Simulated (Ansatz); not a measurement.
SiF2 (SMILES F[Si]F): methods side by side

The species is SiF2 (3 atoms), meant as a singlet with charge 0. SMILES: `F[Si]F`. The shape is that of a GFN2-xTB optimisation.

| atom | x (Å) | y (Å) | z (Å) |
| --- | --- | --- | --- |
| Si | 0.0042 | -0.0077 | -0.7448 |
| F | 1.1659 | -0.0173 | 0.3806 |
| F | -1.1702 | 0.0250 | 0.3642 |

Quantity: the energy change with the Si1–F2 bond stretched from 1.617 to 4.044 Å, in eV. The values are calculated.

```csv
level,kind,program,value (eV),less FCI/STO-3G,CPU time (all runs)
HF/STO-3G (restricted),Hartree–Fock,Ansatz,10.40,+5.86,0.22 s
PBE/STO-3G (restricted),GGA,Ansatz,6.67,+2.13,5.8 s
r2SCAN/STO-3G (restricted),meta-GGA,Ansatz,7.06,+2.52,30 s
BHLYP/STO-3G (restricted),global hybrid,Ansatz,8.81,+4.27,2.4 s
wB97M-V/STO-3G (restricted),range-separated hybrid,Ansatz,8.84,+4.30,35 s
B2PLYP/STO-3G (restricted),double hybrid,Ansatz,5.48,+0.94,4.2 s
MP2/STO-3G (restricted),perturbation theory,Ansatz,4.59,+0.05,0.42 s
CCSDT/STO-3G (restricted),coupled cluster or CI,Ansatz,4.56,+0.02,1.5 s
FCI/STO-3G,exact in the basis,Ansatz,4.54,0.00,1.3 s
```

FCI/STO-3G is exact within its basis and frozen core, so for wave-function methods in that basis the difference is their error; functionals converge differently with the basis, so for them it is only a difference. A spin-restricted reference rises too steeply as a bond breaks; here HF/STO-3G, PBE/STO-3G, r2SCAN/STO-3G, BHLYP/STO-3G, wB97M-V/STO-3G, B2PLYP/STO-3G lie well above the multireference or unrestricted value. The first shape isn't each level's own minimum. The values span 4.54 to 10.40 eV. All rows use very small basis sets, so none should be taken for the real molecule's value. In so small a basis fixed costs decide the times, and correlated methods can beat functionals. CPU times are rough (shared hosts, several kinds of processor and program).
